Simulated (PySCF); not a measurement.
**Bond length, frequency and bond energy of CCl⁻ by level of theory**

State: ³Σ⁻ (triplet), unpaired electrons π ↑↑. Set-up: C aug-cc-pVDZ, Cl aug-cc-pV(D+d)Z; no relativity (PySCF 2.14). De refers to C + Cl⁻ in their high-spin ground configurations, without counterpoise correction. The functionals are run spin-unrestricted. A positive dipole points towards Cl; it is taken about the centre of mass and depends on that origin.

| Level | Re (Å) | ωe (cm⁻¹) | De (eV) | μ (D) | CPU s a point (SCF and correlation, without the integrals) |
| --- | --- | --- | --- | --- | --- |
| UHF | 2.017 | 321 | n/a | 2.46 | 0.21 |
| UHF-MP2 | 1.894 | 481 | 1.47 | n/a | 0.34 |
| UHF-SCS-MP2 | 1.914 | 452 | 1.30 | n/a | n/a |
| UHF-CCSD | 1.928 | 436 | n/a | n/a | n/a |
| UHF-CCSD(T) | 1.930 | 438 | n/a | n/a | 6.6 |
| LDA | 1.817 | 566 | 2.75 | 4.28 | 0.49 |
| PBE | 1.862 | 515 | 2.26 | 4.02 | 0.7 |
| r²SCAN | 1.879 | 488 | 2.05 | 3.77 | 1 |
| PBE0 | 1.855 | 520 | 2.01 | 3.81 | 1.1 |
| M06 | 1.879 | 490 | 1.82 | 3.64 | 1.2 |
| BHandHLYP | 1.895 | 456 | 1.49 | 3.43 | 0.61 |

Question: What does the step from GGA to meta-GGA do here, going from PBE to r²SCAN?

Answer: r²SCAN less PBE: +1.7 pm in Re, -5.2 % in ωe, -0.21 eV in De. 

Question: What does second-order correlation do here, going from UHF to UHF-MP2?

Answer: UHF-MP2 less UHF: -12.3 pm in Re, +49.8 % in ωe. Correlation nearly always deepens the well. The bond shortens, as in weak, metallic or heavy-atom bonds, where dispersion and the correlation of outer-core electrons pull the atoms together.

Correlated steps freeze 6 core orbitals. Correlated levels converge slowly with the basis: in double zeta they bind strong bonds too weakly, by up to about 1 eV, and carry superposition errors of some tenths. For an ion De counts to the pair picked by the measured ionisation energies or electron affinities, which need not be the lowest pair at this level. The highest Kohn–Sham level is positive in this anion. Much of that is self-interaction error, but it also means that the finite basis helps to hold the extra electron. The state is the lowest determinant that a PBE0 search found; another state may lie lower at other levels.

The whole job (state search and all levels along the bond) took about 2.5 min on 1 thread of Arm Neoverse V1 (shared host), peak memory 0.77 GiB.
